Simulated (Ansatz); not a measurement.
Geometry optimisation, UKS r2SCANh-D4/def2-SVP in Ansatz 0.2.0.

input.yaml

```yaml
crystal:
  periodic: [false, false, false]
  atoms:
    - { symbol: O, position_ang: [-0.85832, -0.78868, 0.16171] }
    - { symbol: Si, position_ang: [0.34522, 0.19315, 0.59728] }
    - { symbol: F, position_ang: [-0.27086, 1.16753, 1.74455] }
    - { symbol: H, position_ang: [-1.26081, -0.75064, -0.70861] }
    - { symbol: H, position_ang: [1.4542, -0.45511, 1.26545] }
magnetization:
  spin_polarized: true
  initial_magnetization: 1
basis:
  gaussian: { orbitals: def2-SVP }
hamiltonian:
  xc: r2scanh
  dispersion: d4
relax:
  f_tol: 0.015
  max_steps: 40
```

Run as:

```bash
$ ansatz run input.yaml --threads 1 --pin off --max-ram 2048MiB --backend cpu --events-out ev --progress --plain --runs-dir out
```

Q: Where does it end, and by what steps?

A: The forces met the threshold. After 12 steps the energy has fallen by 0.119 eV; O1 moved furthest, 0.29 Å.

```
step  energy less start (eV)  largest force component (eV/Å)  accepted
   0                  0.0000                           1.573       yes
   1                 -0.0580                           0.755       yes
   2                 -0.0822                           0.104       yes
   3                 -0.0817                           1.004        no
   4                 -0.0910                           0.139       yes
   5                 -0.1083                           0.113       yes
   6                 -0.1093                           0.202       yes
   7                 -0.1109                           0.191       yes
   8                 -0.1164                           0.122       yes
   9                 -0.1117                           0.348        no
  10                 -0.1101                           0.537        no
  11                 -0.1183                           0.060       yes
  12                 -0.1187                           0.010       yes
```

```xyz
5
Properties=species:S:1:pos:R:3
O -0.648 -0.908 -0.001
Si 0.394 0.233 0.589
F -0.372 1.189 1.661
H -1.410 -0.618 -0.510
H 1.446 -0.530 1.321
```

Whether the end is a true minimum wasn't checked by a vibrational analysis.

Time of the run: 48 s on 1 thread of Arm Neoverse V1, with other jobs on the host, peak memory 0.17 GiB.
